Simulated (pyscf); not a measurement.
H₃Si–O–PH₂ + H₂O → HO–SiH₂–O–PH₂ + H₂, a four-centre exchange (singlet surface; H–Si, H–O broken, O–Si, H–H formed). Optimised with ωB97X-D3(BJ)/def2-SVP in PySCF. Energies in kcal/mol from the separated reactants.

Small-basis levels: PySCF, no dispersion term, spherical d functions. AM1 to PM7: differences of heats of formation from MOPAC. GFN2-xTB: tblite. Cost: rough CPU time at the saddle relative to B3LYP/6-31G*, from one job on a shared machine.

| level | barrier | reaction energy | cost |
|---|---|---|---|
| HF/6-31G* | 56.7 | -19.8 | 0.09 |
| SVWN5/6-31G* | … | -25.3 | 1 |
| B3LYP/STO-3G | 35.9 | -16.4 | 0.6 |
| PBE/def2-SVP | 23.4 | -19.7 | 2 |
| B3LYP/def2-SVP | 32.0 | -19.9 | 1 |
| GFN2-xTB | … | -19.8 | under 0.02 |
| AM1 | 50.4 | -12.7 | under 0.02 |
| ωB97M-D3(BJ)/def2-TZVP | … | -21.9 | – |

Task: Some entries are withheld; supply them.

Result: 
- SVWN5/6-31G*, barrier: 13.7
- GFN2-xTB, barrier: 36.3
- ωB97M-D3(BJ)/def2-TZVP, barrier: 33.2

Against the last row the barrier runs from -19.4 (SVWN5/6-31G*) to +23.5 kcal/mol (HF/6-31G*). ωB97M-D3(BJ)/def2-TZVP has limits of its own. On the reactant side the descent ends in a complex (not fully relaxed), 4.5 kcal/mol under the separated species and 38.3 kcal/mol under the saddle at ωB97X-D3(BJ)/def2-TZVP. The same reactants have a lower exit, to HO–PH₂ + HO–SiH₃ (barrier +23.8 kcal/mol at ωB97M-D3(BJ), against +33.2 kcal/mol here). H₃Si–O–PH₂ lies 5.7 kcal/mol over its isomer HO–SiH₂–PH₂ (electronic energy, ωB97M-D3(BJ)). This is the saddle that the search found; another between the same sides may lie lower.
